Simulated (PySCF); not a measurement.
# MgH2: singlet, from a linear start

Where does singlet MgH2 go from a linear start, is the end point a minimum, and what are its modes, charges and moments?

Program: PySCF 2.14.0. Level of theory: PBE0, basis Mg def2-TZVP, H def2-TZVP, no relativity, density fitting. These are calculated values, not measurements.

## Step 1: The system as given

3 atoms, charge 0, spin multiplicity 1.

Bond lengths: Mg1–H2 1.710 Å, Mg1–H3 1.710 Å. Angles: H2–Mg1–H3 180.0°.

Coordinates in bohr (charge 0 multiplicity 1):
```
Mg    0.0000    0.0000    0.0000
H     0.0000    0.0000    3.2314
H     0.0000    0.0000   -3.2314
```

## Step 2: Finding the electronic state

The steps below are one call of a driver around PySCF. For each, scf.py gives the equivalent set-up of the SCF; relaxations use the driver's own optimiser. After this first run the driver tries any further starts and a stability analysis.

scf.py reads:

```python
from pyscf import gto, scf, dft
mol = gto.M(atom='''
Mg     0.000000     0.000000     0.000000
H      0.000000     0.000000     1.710000
H      0.000000     0.000000    -1.710000''',
    basis={'Mg': 'def2-TZVP', 'H': 'def2-TZVP'},
    charge=0, spin=0)
mf = dft.RKS(mol, xc='PBE0')
mf.grids.atom_grid = (50, 194)
aux = {'Mg': 'def2-universal-JKFIT', 'H': 'def2-universal-JKFIT'}
mf = mf.density_fit(auxbasis=aux)
mf.conv_tol = 1e-08
mf.diis_space = 10
mf.max_cycle = 60
mf.init_guess = 'minao'
mf.verbose = 4
mf.kernel()
```

Launch:

```console
> OMP_NUM_THREADS=2 python axn.py task.json out
```

The log of the run:

```text
init E= -200.945861070052
  HOMO = -0.285341177592719  LUMO = -0.0438995601834025  gap/eV = 6.56996
cycle= 1 E= -201.113393738935  delta_E= -0.168  |g|= 0.16  |ddm|= 1.22
  HOMO = -0.246310909850449  LUMO = -0.0204784864265092  gap/eV = 6.14521
cycle= 2 E= -201.121448242549  delta_E= -0.00805  |g|= 0.0735  |ddm|= 0.301
  HOMO = -0.26386070442385  LUMO = -0.019691675322537  gap/eV = 6.64418
cycle= 3 E= -201.123058012541  delta_E= -0.00161  |g|= 0.0104  |ddm|= 0.0985
  HOMO = -0.265404999768051  LUMO = -0.0197829435988383  gap/eV = 6.68372
cycle= 4 E= -201.123072557577  delta_E= -1.45e-05  |g|= 0.00187  |ddm|= 0.00687
  HOMO = -0.264782837766447  LUMO = -0.0196100957780431  gap/eV = 6.67149
cycle= 5 E= -201.123074213998  delta_E= -1.66e-06  |g|= 4.81e-05  |ddm|= 0.00358
  HOMO = -0.264765406394523  LUMO = -0.0195899140107688  gap/eV = 6.67156
cycle= 6 E= -201.123074215668  delta_E= -1.67e-09  |g|= 8.28e-06  |ddm|= 0.000146
  HOMO = -0.264772064256127  LUMO = -0.0195941093116255  gap/eV = 6.67163
Extra cycle  E= -201.123074215687  delta_E= -1.96e-11  |g|= 3.7e-06  |ddm|= 2.69e-05
converged SCF energy = -201.123074215687
```

This step, with its further starts and checks, took 1.6 s on 2 threads of AMD EPYC 7B13 (Zen 3), shared host.

The test of internal stability found no lower closed-shell solution.

## Step 3: Linear start, singlet: relaxation

The program finds D∞h symmetry in the start, which this walk keeps. Threshold on the gradient: 0.0003 Eh/bohr, with a further test on the energy change.

scf.py: that of step 2 with these lines changed.

```diff
@@ -15 +14,0 @@
-mf.init_guess = 'minao'
```

Energy and gradient, step by step:

| step | energy (Eh) | change (kJ/mol) | largest symmetric gradient (Eh/bohr) |
| --- | --- | --- | --- |
| 0 | -201.123074 | 0.00 | 0.00079 |
| 1 | -201.123079 | -0.01 | 0.00045 |
| 2 | -201.123081 | -0.02 | 0.00000 |

The walk took 1.1 s.

After 2 steps and 0.0 kJ/mol it ends at D∞h: Mg–H 1.706 Å (×2); H–Mg–H 180.0°.

## Step 4: Vibrations and properties at this point

The point is checked on the finer grid, and tightened if its gradient asks for it. The Hessian and the dipole derivatives come from central differences of analytic gradients, with steps of 0.02 bohr.

scf.py: that of step 3 with these lines changed.

```diff
@@ -4,2 +4,2 @@
-H      0.000000     0.000000     1.710000
-H      0.000000     0.000000    -1.710000''',
+H      0.000000     0.000000     1.705690
+H     -0.000000    -0.000000    -1.705690''',
@@ -9 +9 @@
-mf.grids.atom_grid = (50, 194)
+mf.grids.atom_grid = (75, 302)
@@ -12 +12 @@
-mf.conv_tol = 1e-08
+mf.conv_tol = 1e-10
```

The driver hands on the density of the step before, so the log starts near convergence.

SCF at the final geometry:

```text
init E= -201.123073677284
  HOMO = -0.264864881591167  LUMO = -0.0194688193448577  gap/eV = 6.67757
cycle= 1 E= -201.123073677284  delta_E= -2.27e-13  |g|= 9.74e-07  |ddm|= 1.3e-06
  HOMO = -0.26486478967455  LUMO = -0.0194687773806186  gap/eV = 6.67757
Extra cycle  E= -201.123073677284  delta_E= 3.41e-13  |g|= 5.43e-07  |ddm|= 7.03e-07
converged SCF energy = -201.123073677284
```

The whole step took 7.4 s.

Geometry: D∞h; Mg–H 1.706 Å (×2); H–Mg–H 180.0°.

Modes, for the most abundant isotopes:

```
symmetry  ω (cm⁻¹)  IR (km/mol)
      πu       452          907
     σg+      1606          0.0
     σu+      1636          428
```

Every mode is real; the point is a minimum.

Properties at this point:

```
Dipole moment                                                   : 0.00 D
Highest occupied level                                          : -7.21 eV
Lowest empty level                                              : -0.53 eV
Rotational constants                                            : 2.875 cm⁻¹
Zero-point energy                                               : 24.8 kJ/mol
Principal polarisabilities                                      : 31.4, 31.4, 38.1 bohr³
Atomisation energy without zero-point energy                    : 420 kJ/mol
Principal traceless quadrupole moments about the centre of mass : -12.34, 6.17, 6.17 D Å
Entropy at 298.15 K and 1 bar                                   : 194.3 J/(mol K)
Heat capacity Cp at 298.15 K                                    : 40.9 J/(mol K)
Enthalpy at 298.15 K above 0 K                                  : 10.07 kJ/mol
Rotational symmetry number                                      : 2
```

Charges (e) and bond orders:

| atom | Mulliken | Löwdin | polar tensor | Mayer order to Mg1 |
| --- | --- | --- | --- | --- |
| Mg1 | 0.26 | 0.40 | 0.92 | – |
| H2,3 | -0.13 | -0.20 | -0.46 | 0.90 |

Mulliken populations on Mg1: s 5.05, p 6.59, d 0.10.

## Step 5: Results

| quantity | value |
| --- | --- |
| minimum | singlet, D∞h |
| geometry | Mg–H 1.706 Å (×2); H–Mg–H 180.0° |
| wavenumbers (cm⁻¹) | 452 (πu), 1606 (σg+), 1636 (σu+) |
| dipole moment | 0.00 D |
| highest occupied, lowest empty level | -7.21, -0.53 eV |
| polar-tensor charge of Mg1 | +0.92 e |
| zero-point energy | 24.8 kJ/mol |
| entropy at 298.15 K | 194.3 J/(mol K) |
| atomisation energy (no zero-point energy) | 420 kJ/mol |

The molecule stays D∞h, as typed, and the end point is a minimum. The strongest infrared band lies at 452 cm⁻¹ (πu, bend). The dipole vanishes although Mg1 carries +0.9 e by the polar tensor: the bond dipoles cancel. Only this shape and spin were tried, so other structures or states may lie lower.

The search up to here took 10 s.
